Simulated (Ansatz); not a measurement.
Relaxation of SiS2 with RKS B3LYP-D4/def2-TZVP.

```sh
$ ansatz run in.yaml --threads 4 --pin off --events-out ev --progress --plain --max-ram 3916MiB
```

```yaml
crystal:
  periodic: [false, false, false]
  atoms:
    - {symbol: Si, position_ang: [0.000020, -0.000350, -0.000030]}
    - {symbol: S, position_ang: [-1.753240, -0.908250, -0.051410]}
    - {symbol: S, position_ang: [1.753220, 0.908600, 0.051440]}
basis:
  gaussian: {orbitals: def2-TZVP}
hamiltonian: {xc: {name: B3LYP}, dispersion: d4}
scf: {lower_state_search: "off"}
output: {orbitals: {seedname: orbitals}}
relax: {f_tol: 0.02, max_steps: 100}
```

Hardware: 4 threads of Arm Neoverse V1 on a shared host. Wall time 2.1 s.

Positions (Å) and forces (eV/Å) at steps 1, 2, 3 of 3:

```xyz
3
step=1 energy=-29551.8628 eV
Si    0.000    0.000    0.000    0.008    0.006    0.000
S    -1.753   -0.908   -0.051    1.216    0.629    0.036
S     1.753    0.909    0.051   -1.224   -0.635   -0.036
3
step=2 energy=-29551.9307 eV
Si    0.000    0.000    0.000   -0.004   -0.001    0.000
S    -1.699   -0.880   -0.050   -0.305   -0.158   -0.009
S     1.699    0.880    0.050    0.309    0.160    0.009
3
step=3 energy=-29551.9345 eV
Si    0.000    0.000    0.000    0.000    0.000    0.000
S    -1.709   -0.885   -0.050    0.003    0.002    0.000
S     1.709    0.885    0.050   -0.003   -0.002    0.000
```

The structure comes from a short search, and lower isomers may exist.
